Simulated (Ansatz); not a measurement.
**C3H8OS: up Jacob's ladder to CCSD(T)**

The task here is to estimate one member of a computed series from the others.

Program: Ansatz 0.2.0, Gaussian basis. Level of theory: functionals in def2-TZVPP, the program's frozen cores in correlated methods. These are calculated values, not measurements.

Plan: PBE-D4, r2SCAN-D4, PBE0-D4, B3LYP-D4, ωB97X-V, ωB97M-V, B2PLYP; CCSD(T)/def2-TZVPP; MP2/def2-QZVPP; extrapolation to the limit.

## The geometry

All runs share one geometry, relaxed beforehand with PBE0-D4 in a triple-zeta def2 set.

SMILES `COC(C)S`, 13 atoms, charge 0, spin multiplicity 1.

Atoms are counted from 1 here; the program's logs count them from 0.

Bond lengths: C1–O2 1.406 Å, C1–H6 1.098 Å, C1–H7 1.089 Å, C1–H8 1.095 Å, O2–C3 1.392 Å, C3–C4 1.509 Å, C3–S5 1.836 Å, C3–H9 1.101 Å, C4–H10 1.092 Å, C4–H11 1.092 Å, C4–H12 1.089 Å, S5–H13 1.343 Å. Angles: O2–C1–H6 111.1°, O2–C1–H7 107.0°, O2–C1–H8 111.2°, H6–C1–H7 109.1°, H6–C1–H8 108.9°, H7–C1–H8 109.5°, C1–O2–C3 114.5°, O2–C3–C4 107.8°, O2–C3–S5 113.7°, O2–C3–H9 110.3°, C4–C3–S5 112.1°, C4–C3–H9 110.5°, S5–C3–H9 102.5°, C3–C4–H10 110.1°, C3–C4–H11 109.7°, C3–C4–H12 110.6°, H10–C4–H11 108.2°, H10–C4–H12 108.8° and more.

The first run:

Input file in.yaml:

```yaml
crystal:
  periodic: [false, false, false]
  atoms:
    - {symbol: C, position_ang: [-1.838584, -0.217577, 0.635503]}
    - {symbol: O, position_ang: [-0.824769, 0.406614, -0.111801]}
    - {symbol: C, position_ang: [0.387505, -0.277097, -0.124615]}
    - {symbol: C, position_ang: [1.255581, 0.343959, -1.190980]}
    - {symbol: S, position_ang: [1.226118, -0.322087, 1.507554]}
    - {symbol: H, position_ang: [-2.050192, -1.224211, 0.250474]}
    - {symbol: H, position_ang: [-2.732299, 0.397299, 0.536180]}
    - {symbol: H, position_ang: [-1.562277, -0.293534, 1.692632]}
    - {symbol: H, position_ang: [0.221474, -1.344371, -0.335583]}
    - {symbol: H, position_ang: [1.440098, 1.394998, -0.959100]}
    - {symbol: H, position_ang: [0.746325, 0.291641, -2.155920]}
    - {symbol: H, position_ang: [2.211446, -0.174311, -1.257625]}
    - {symbol: H, position_ang: [1.539974, 0.983979, 1.527982]}
basis:
  gaussian: {orbitals: def2-TZVPP}
hamiltonian: {xc: pbe, dispersion: d4}
output: {forces: true, orbitals: {seedname: orbitals}}
```

Command:

```sh
> ansatz run in.yaml --threads 4 --pin off --events-out ev --progress --plain --max-ram 10444MiB
```

Steps of the session up to this table: PBE-D4 (GGA); r2SCAN-D4 (meta-GGA); PBE0-D4 (hybrid); B3LYP-D4 (hybrid); ωB97X-V (range-separated); ωB97M-V (range-separated); B2PLYP (double hybrid); CCSD(T) in def2-TZVPP; MP2 in def2-QZVPP.

One of the session's tables, all rows but one given; the rest of the session is left out.

| method | atomisation energy (eV) |
| --- | --- |
| PBE-D4 | 51.274 |
| r2SCAN-D4 | 50.314 |
| PBE0-D4 | ? |
| B3LYP-D4 | 50.142 |
| ωB97X-V | 50.302 |
| ωB97M-V | 50.372 |
| B2PLYP | 49.587 |
| HF/def2-TZVPP | 36.318 |
| MP2/def2-TZVPP | 49.578 |
| CCSD/def2-TZVPP | 48.215 |
| CCSD(T)/def2-TZVPP | 48.949 |
| MP2/CBS | 50.819 |
| CCSD(T)/CBS | 50.190 |

Q: Estimate the row for PBE0-D4 from the others.

The run gave: atomisation energy (eV): 50.390. In the column «atomisation energy (eV)» it lies between ωB97M-V (50.372) and MP2/CBS (50.819).
